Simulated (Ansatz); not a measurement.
**Worked example: SiH4, singlet against SiH4, triplet**

All five atoms lie in one plane.

Geometry (PBE0/def2-TZVP stationary point of a triplet), kept for both states:

```xyz
5

Si    0.0000    0.0000    0.0000
H    -0.0115    1.0851    1.0776
H    -0.0165   -1.0776    1.0850
H     0.0165    1.0776   -1.0850
H     0.0115   -1.0851   -1.0776
```

Basis cc-pVTZ; Ansatz 0.2.0. Only valence electrons are correlated (noble-gas cores frozen). R marks a restricted (for open shells ROHF) determinant, U an unrestricted one.

Full CI isn't at hand for all of this; UCCSDT(Q) serves as the reference, and is uncertain by about the last step of the cluster series.

| level | E(SiH4, triplet) (hartree) | E(SiH4, singlet) (hartree) |
| --- | --- | --- |
| UHF | -291.068614 | -291.113584 |
| UMP2 | -291.218482 | -291.257648 |
| UCCSD(T) | -291.255936 | -291.292667 |
| PBE | -291.567097 | -291.580841 |
| wB97M-V | -291.668525 | -291.705076 |
| UCCSDT(Q) | -291.257518 | -291.293529 |

Q: Give the vertical gap, SiH4 singlet less SiH4 triplet, at each level in eV (1 hartree = 27.2114 eV), and each error against UCCSDT(Q).

A: UCCSDT(Q): (-291.293529 − (-291.257518)) × 27.2114 = -0.980 eV (the reference)
wB97M-V: (-291.705076 − (-291.668525)) × 27.2114 = -0.995 eV, error -0.015 eV
PBE: (-291.580841 − (-291.567097)) × 27.2114 = -0.374 eV, error 0.606 eV
UCCSD(T): (-291.292667 − (-291.255936)) × 27.2114 = -1.000 eV, error -0.020 eV
UMP2: (-291.257648 − (-291.218482)) × 27.2114 = -1.066 eV, error -0.086 eV
UHF: (-291.113584 − (-291.068614)) × 27.2114 = -1.224 eV, error -0.244 eV

Total energies of functionals can't be set beside those of wave-function methods, since they hold the core's correlation and their own absolute errors; only the differences compare.

Each level lands on the state that its own search finds; the functionals scatter so widely here that some may stand on another one. T1 diagnostics of restricted CCSD: 0.018 and 0.009.
